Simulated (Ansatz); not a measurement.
# CH6Si: the cost of one run

Program: Ansatz 0.2.0, Gaussian basis. Level of theory: PBE0-D4/def2-TZVP structures, single points in def2-TZVPP, no counterpoise correction. These are calculated values, not measurements.

Levels: SPW92, PBE-D4, BLYP-D4, r2SCAN-D4, B97M-V, PBE0-D4, B3LYP-D4, r2SCAN0-D4, BHLYP-D4, CAM-B3LYP-D4, wB97X-V, wB97M-V, B2PLYP, PBE-QIDH, RPA on PBE, Hartree-Fock, MP2, CCSD, CCSD(T).

Cores are frozen in the correlated methods. B3LYP uses VWN-RPA correlation. B2PLYP carries no dispersion term here.

94 further runs of the same task are left out: 94 set aside as unsound or not needed.

## (1) The starting structure

The complex: 13 atoms, charge 0, spin multiplicity 1.

Atoms are counted from 1 here; the program's logs count them from 0.

Bond lengths: Si1–C2 1.870 Å, Si1–H3 1.488 Å, Si1–H4 1.488 Å, Si1–H5 1.489 Å, C2–H8 1.092 Å, C2–H9 1.092 Å, C2–H10 1.092 Å, H6–Si7 1.486 Å, Si7–H11 1.486 Å, Si7–H12 1.484 Å, Si7–H13 1.484 Å. Angles: C2–Si1–H3 110.9°, C2–Si1–H4 110.8°, C2–Si1–H5 110.7°, H3–Si1–H4 108.3°, H3–Si1–H5 108.1°, H4–Si1–H5 108.0°, Si1–C2–H8 110.7°, Si1–C2–H9 110.8°, Si1–C2–H10 110.8°, H8–C2–H9 108.2°, H8–C2–H10 108.2°, H9–C2–H10 108.1°, H6–Si7–H11 109.0°, H6–Si7–H12 109.4°, H6–Si7–H13 109.5°, H11–Si7–H12 109.4°, H11–Si7–H13 109.6°, H12–Si7–H13 109.8°.

Geometry (Å):

```
atom    x (Å)    y (Å)    z (Å)
 Si1  -0.5719   0.5026   1.4009
  C2   0.4862  -0.9789   1.8273
  H3  -1.8480   0.0786   0.7642
  H4  -0.8970   1.2878   2.6227
  H5   0.1405   1.4029   0.4522
  H6   0.1293  -0.8398  -1.6291
 Si7   0.1141   0.3164  -2.5619
  H8   0.7252  -1.5541   0.9303
  H9   1.4243  -0.6649   2.2904
 H10  -0.0337  -1.6379   2.5261
 H11   0.1700  -0.1867  -3.9586
 H12   1.2937   1.1781  -2.2999
 H13  -1.1326   1.0961  -2.3644
```

Its parts: CH₆Si holds atoms 1, 2, 3, 4, 5, 8, 9, 10; SiH₄ holds atoms 6, 7, 11, 12, 13. Each part counts its atoms afresh in its own runs.

## (2) Relaxing CH₆Si alone

relax-a/in.yaml

```yaml
crystal:
  periodic: [false, false, false]
  atoms:
    - {symbol: Si, position_ang: [-0.571864, 0.502630, 1.400950]}
    - {symbol: C, position_ang: [0.486232, -0.978873, 1.827286]}
    - {symbol: H, position_ang: [-1.847977, 0.078587, 0.764238]}
    - {symbol: H, position_ang: [-0.897031, 1.287773, 2.622699]}
    - {symbol: H, position_ang: [0.140503, 1.402893, 0.452191]}
    - {symbol: H, position_ang: [0.725194, -1.554097, 0.930264]}
    - {symbol: H, position_ang: [1.424270, -0.664877, 2.290375]}
    - {symbol: H, position_ang: [-0.033734, -1.637912, 2.526057]}
basis:
  gaussian: {orbitals: def2-TZVP}
hamiltonian: {xc: pbe0, dispersion: d4}
relax: {f_tol: 0.005, max_steps: 200}
```

The run is started by

```sh
$ ansatz run in.yaml --threads 4 --pin off --events-out ev --progress --plain --max-ram 9574MiB
```

**Question.** How long does this run take on 4 threads of Arm Neoverse V2, shared host?

About 2 s.
